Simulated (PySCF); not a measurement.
## Nitrogen: a sound run and one with changed settings

Sound run: N [He] 2s2 2p3, N⁺ [He] 2s2 2p2. Calculation: PySCF 2.14, in jorge-DZP-DKH (4s2p1d, 15 functions); the spin-free X2C one-electron Hamiltonian (Gaussian nucleus). In the sound run the correlated levels freeze 1s2. The sound run starts from symmetry-adapted Hartree-Fock orbitals and uses a fine grid where one is needed.

Changed run: initial guess atom, at most 50 SCF cycles, level shift 2.0 hartree.

```json
{"species": "N", "method": "UHF", "sound run (hartree)": "-54.42629", "changed run (hartree)": "-54.42629", "converged": "yes"}
{"species": "N", "method": "M06-L", "sound run (hartree)": "-54.62324", "changed run (hartree)": "-54.62324", "converged": "yes"}
{"species": "N", "method": "PBE", "sound run (hartree)": "-54.55389", "changed run (hartree)": "-54.55389", "converged": "yes"}
{"species": "N", "method": "MP2", "sound run (hartree)": "-54.49618", "changed run (hartree)": "-54.46005", "converged": "yes"}
{"species": "N", "method": "CCSD(T)", "sound run (hartree)": "-54.51248", "changed run (hartree)": "-54.51248", "converged": "yes"}
{"species": "N⁺", "method": "UHF", "sound run (hartree)": "-53.91446", "changed run (hartree)": "-53.91446", "converged": "yes"}
{"species": "N⁺", "method": "M06-L", "sound run (hartree)": "-54.07925", "changed run (hartree)": "-54.07925", "converged": "yes"}
{"species": "N⁺", "method": "PBE", "sound run (hartree)": "-54.01384", "changed run (hartree)": "-54.01384", "converged": "yes"}
{"species": "N⁺", "method": "MP2", "sound run (hartree)": "-53.96841", "changed run (hartree)": "-53.93993", "converged": "yes"}
{"species": "N⁺", "method": "CCSD(T)", "sound run (hartree)": "-53.99069", "changed run (hartree)": "-53.99069", "converged": "yes"}
```

Ionisation energy of N:

| method | sound run (eV) | changed run (eV) |
| --- | --- | --- |
| UHF | 13.928 | 13.928 |
| M06-L | 14.803 | 14.803 |
| PBE | 14.696 | 14.696 |
| MP2 | 14.361 | 14.153 |
| SCS-MP2 | 14.157 | 14.062 |
| CCSD | 14.198 | 14.198 |
| CCSD(T) | 14.199 | 14.199 |

A level shift leaves the converged SCF energy unchanged but raises the virtual orbital energies, which shrinks MP2 if it is not removed.

For comparison, NIST gives 14.534 eV between the lowest levels.
